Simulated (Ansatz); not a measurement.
Potential energy surface of H2Li, doublet: collinear Li-H-H surface. Scanned: Li-H distance and H-H distance.

Cartesian coordinates as functions of the variables (Å; names that start with a are angles):
```
Li  0  0  -r1
H  0  0  0
H  0  0  r2
```

Level of theory: unrestricted B3LYP/cc-pVTZ run with Ansatz (an electronic-structure program).

Energy in eV above the lowest grid point; x is the Li-H distance (Å), y the H-H distance (Å).

```
y \ x   1.36   1.49   1.58   1.74   1.84   2.03   2.18   2.42   2.70   3.04   3.25   3.81   4.64
-----  -----  -----  -----  -----  -----  -----  -----  -----  -----  -----  -----  -----  -----
2.15   2.400  2.202  2.161  2.211  2.294  2.516  2.720  3.059  3.425  3.770  3.928  4.203  4.390
1.74   2.332  2.118  2.065  2.089  2.155  2.338  2.505  2.774  3.049  3.307  3.428  3.647  3.800
1.54   2.281  2.046  1.974  1.964  2.006  2.137  2.261  2.458  2.659  2.846  2.933  3.090  3.199
1.36   2.180  1.910  1.811  1.749  1.756  1.819  1.890  2.010  2.133  2.246  2.298  2.386  2.440
1.24   2.038  1.741  1.622  1.520  1.501  1.516  1.551  1.619  1.692  1.760  1.791  1.843  1.874
1.12   1.810  1.493  1.356  1.218  1.175  1.146  1.148  1.170  1.201  1.233  1.248  1.275  1.291
1.01   1.528  1.204  1.057  0.894  0.835  0.773  0.752  0.741  0.743  0.750  0.755  0.765  0.773
0.93   1.299  0.978  0.829  0.657  0.589  0.511  0.478  0.450  0.436  0.430  0.429  0.431  0.434
0.87   1.135  0.822  0.673  0.499  0.429  0.343  0.303  0.265  0.242  0.229  0.225  0.221  0.222
0.80   0.987  0.686  0.542  0.370  0.298  0.208  0.162  0.117  0.086  0.065  0.058  0.050  0.049
0.73   0.940  0.652  0.515  0.348  0.278  0.186  0.138  0.087  0.050  0.024  0.015  0.003  0.000
0.69   0.987  0.708  0.574  0.412  0.343  0.251  0.202  0.149  0.110  0.082  0.072  0.058  0.054
0.63   1.212  0.944  0.816  0.661  0.595  0.505  0.456  0.401  0.359  0.328  0.317  0.301  0.296
```

Points that lie below all their neighbours on the grid: x = 4.64, y = 0.73 on the edge of the grid (0.000 eV).
